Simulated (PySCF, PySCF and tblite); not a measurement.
One step of a conformer study of C₃H₈O, numbered as in [CH3:1][CH2:2][O:3][CH3:4]: PBE0/def2-TZVP single-point energy, gas phase in PySCF 2.14.0, density-fitted response routines; conformer with 180°.

Torsions listed: C1–C2–O3–C4. Of a mirror pair one member is shown.

Input:

```
{"job": {"xc": "PBE0", "basis": "def2-TZVP", "kind": "sp"}, "charge": 0, "multiplicity": 1}
C      1.691116     0.311104     0.692637
C      0.493269    -0.310739     0.017507
O     -0.664905     0.059189     0.707752
C     -1.828231    -0.462811     0.154366
H      1.601158     1.407488     0.700507
H      1.767355    -0.031431     1.735043
H      2.618202     0.040106     0.166739
H      0.432528     0.018580    -1.042191
H      0.592817    -1.417344    -0.006180
H     -1.974640    -0.136339    -0.896080
H     -2.679973    -0.105491     0.751182
H     -1.834977    -1.572258     0.163802
```

Launched as:

```sh
OMP_NUM_THREADS=1 python ens_run.py task.json out
```

Question: About how long does this step take on 1 thread of Arm Neoverse V1, shared host (rough)?

Answer: About 4.4 s, peak memory 0.74 GiB, launched as `OMP_NUM_THREADS=1 python ens_run.py task.json out`, with 172 basis functions.

Output (atoms count from 0 there):

```
coarse grid: 9304 points
cycle   1  E = -194.1322361916  dE =  2.501e-01  |g| = 5.565e-01  |ddm| = 2.212e+00
cycle   2  E = -194.0591617926  dE =  7.307e-02  |g| = 8.436e-01  |ddm| = 1.282e+00
cycle   3  E = -194.1925525546  dE = -1.334e-01  |g| = 7.527e-02  |ddm| = 8.939e-01
cycle   4  E = -194.1934365250  dE = -8.840e-04  |g| = 3.192e-02  |ddm| = 5.360e-02
cycle   5  E = -194.1936657986  dE = -2.293e-04  |g| = 4.002e-03  |ddm| = 2.004e-02
cycle   6  E = -194.1936689084  dE = -3.110e-06  |g| = 1.070e-03  |ddm| = 3.110e-03
final grid: 87808 points
cycle   7  E = -194.1861058357  dE = -4.595e-05  |g| = 9.807e-03  |ddm| = 3.579e-02
cycle   8  E = -194.1860918169  dE =  1.402e-05  |g| = 1.328e-02  |ddm| = 1.163e-02
cycle   9  E = -194.1861240785  dE = -3.226e-05  |g| = 1.312e-03  |ddm| = 7.235e-03
cycle  10  E = -194.1861244335  dE = -3.550e-07  |g| = 1.516e-04  |ddm| = 1.222e-03
cycle  11  E = -194.1861244385  dE = -5.006e-09  |g| = 4.940e-05  |ddm| = 1.563e-04
cycle  12  E = -194.1861244390  dE = -5.203e-10  |g| = 1.477e-05  |ddm| = 3.710e-05
converged SCF energy = -194.1861244390
```
